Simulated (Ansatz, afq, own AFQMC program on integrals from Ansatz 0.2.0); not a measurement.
## B, doublet → B, quartet

A free B atom.

E(quartet, charge +0) − E(doublet, charge +0) at this geometry, on UHF and UHF determinants.

Basis 6-31G. Only valence electrons are correlated. AFQMC by an in-house program on the Cholesky factors that Ansatz 0.2.0 writes for its CCSD(T) run. The CISD trial takes its coefficients from CCSD amplitudes. Released means that phaseless walkers are propagated on without the constraint, phases kept. Free AFQMC starts from the CCSD state and is never constrained. Its projection time is finite, and what remains of the start isn't in its error. Uncertainties: one standard error, sampling alone. The errors of all members are added in quadrature.

Full CI on the same integrals is exact in this basis and with this determinant's frozen core.

Errors are counted within 6-31G, not against nature.

Cautions: B (doublet): the ph-AFQMC/HF walk drifts between its halves (2.4 errors); B (quartet): another spin lies lower.

```tsv
level	vertical spin gap (eV)
HF	2.101
CCSD	3.092
```

From these cheaper values, estimate the vertical spin gap at the reference level in 6-31G.

3.105 eV (full CI in 6-31G).

```csv
level,vertical spin gap (eV),error against FCI (eV)
MP2,2.627,-0.479
CCSD(T),3.101,-0.005
ph-AFQMC/HF,2.994 ± 0.017,-0.112 ± 0.017
ph-AFQMC/CISD,3.104 ± 0.0007,-0.001 ± 0.0007
released AFQMC,3.105 ± 0.0009,0.000 ± 0.0009
free AFQMC,3.105 ± 0.0004,-0.001 ± 0.0004
```

Correlation beyond CCSD(T) adds 0.005 eV. The perturbative (T) step is worth +0.009 eV.

Free projections are given only where their last times agree within the noise and don't stop above the reference; a slow remainder of the start can still hide under it. A walk keeps the symmetry of its determinant, which the program's search chose and which needn't be the lowest solution, so a lower state of the same spin and another symmetry isn't excluded. Released energies are given only where the last usable release times agree within the noise; a slower fall can still hide under it.
